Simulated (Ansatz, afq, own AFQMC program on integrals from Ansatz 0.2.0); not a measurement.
BNH$_{2}$, singlet: AFQMC among the cluster methods

```xyz
4

B     0.0000    0.0000    0.7602
N     0.0000    0.0000   -0.4522
H     0.0000    0.7522   -0.9353
H     0.0000   -0.7522   -0.9353
```

Connectivity, by distances: B–NH2.

Basis cc-pVDZ. Only valence electrons are correlated. AFQMC by an in-house program on the Cholesky factors that Ansatz 0.2.0 writes for its CCSD(T) run. ph-AFQMC/CISD is guided by a CISD state made of CCSD amplitudes; releasing the constraint for a short imaginary time cuts its bias at the price of noise, slowly where states lie close. Free projection: walkers drawn from exp(T), propagated without any constraint. Its projection time is finite, and what remains of the start isn't in its error. Error bars are statistical, one sigma.

Determinant: UHF, the one that the program's search chose, which needn't be the lowest solution. The geometry is a point of a scan.

No full CI on the walks' own integrals is used here; CCSDT(Q) serves as the reference and is uncertain by about the last step of the cluster series.

Cautions: an unrestricted solution with more broken spin lies lower (39 meV, ⟨S²⟩ 0.24), while this determinant keeps restricted orbitals.

The T1 diagnostic is 0.0113. The weight of the determinant in the CISD state is 0.895 and the ⟨S²⟩ of the determinant is 0.000. The size of the correlated space is 10 electrons in 36 orbitals.

| level | correlation energy (eV) |
| --- | --- |
| MP2 | -6.0567 |
| CCSD | -6.7665 |
| CCSD(T) | -6.9385 |

Q: Estimate where phaseless AFQMC with a CISD trial lies against CCSD(T) on the same integrals.

A: 3.2 ± 1.2 kJ/mol below CCSD(T).

Reference: CCSDT(Q), correlation energy -6.966 eV. The released energy is read at 2.40 1/Eh (meV from the phaseless value at times in 1/Eh: 9 ± 11 at 0.24, -1 ± 10 at 0.51, 12 ± 9 at 0.99, -5 ± 9 at 1.62, -7 ± 19 at 2.40).

```json
{"level": "CCSD(T)", "E − E(reference) (kJ/mol)": "2.6", "share of correlation (%)": "99.61"}
{"level": "CCSDT", "E − E(reference) (kJ/mol)": "1.2", "share of correlation (%)": "99.83"}
{"level": "ph-AFQMC/CISD", "E − E(reference) (kJ/mol)": "-0.6 ± 1.2", "share of correlation (%)": "100.09"}
{"level": "released AFQMC", "E − E(reference) (kJ/mol)": "-1.2 ± 1.8", "share of correlation (%)": "100.18"}
{"level": "free AFQMC", "E − E(reference) (kJ/mol)": "0.2 ± 1.0", "share of correlation (%)": "99.97"}
```

Free projections are given only where their last times agree within the noise and don't stop above the reference; a slow remainder of the start can still hide under it. A walk keeps the symmetry of its determinant, which the program's search chose and which needn't be the lowest solution, so a lower state of the same spin and another symmetry isn't excluded. Released energies are given only where the last usable release times agree within the noise; a slower fall can still hide under it.
